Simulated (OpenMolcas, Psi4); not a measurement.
**A ladder of methods for [CF3]+ (SMILES F[C+](F)F)**

[CF3]+: 4 atoms, total charge +1, spin state singlet. SMILES: `F[C+](F)F`. The coordinates come from a PBE0-D4/def2-TZVP relaxation.

Quantity: the vertical ionisation energy (to the doublet dication), in eV. The values are calculated.

```json
{"level": "HF/def2-SVPD", "kind": "Hartree–Fock", "program": "OpenMolcas", "value (eV)": "26.64"}
{"level": "SVWN5/def2-SVPD", "kind": "LDA", "program": "OpenMolcas", "value (eV)": "24.70"}
{"level": "revPBE/def2-SVPD", "kind": "GGA", "program": "OpenMolcas", "value (eV)": "24.30"}
{"level": "M06-L/def2-SVPD", "kind": "meta-GGA", "program": "OpenMolcas", "value (eV)": "24.82"}
{"level": "r2SCAN/def2-SVPD", "kind": "meta-GGA", "program": "OpenMolcas", "value (eV)": "24.82"}
{"level": "M06-2X/def2-SVPD", "kind": "hybrid meta-GGA", "program": "OpenMolcas", "value (eV)": "26.03"}
{"level": "wB97X-V/def2-SVPD", "kind": "range-separated hybrid", "program": "Psi4", "value (eV)": "25.48"}
{"level": "DSD-PBEP86/def2-SVPD (density fitting for correlation)", "kind": "double hybrid", "program": "Psi4", "value (eV)": "25.54"}
{"level": "MP3/def2-SVPD", "kind": "perturbation theory", "program": "Psi4", "value (eV)": "25.93"}
{"level": "OMP2/def2-SVPD (density fitting for correlation)", "kind": "perturbation theory", "program": "Psi4", "value (eV)": "25.00"}
```

The values span 24.30 to 26.64 eV.
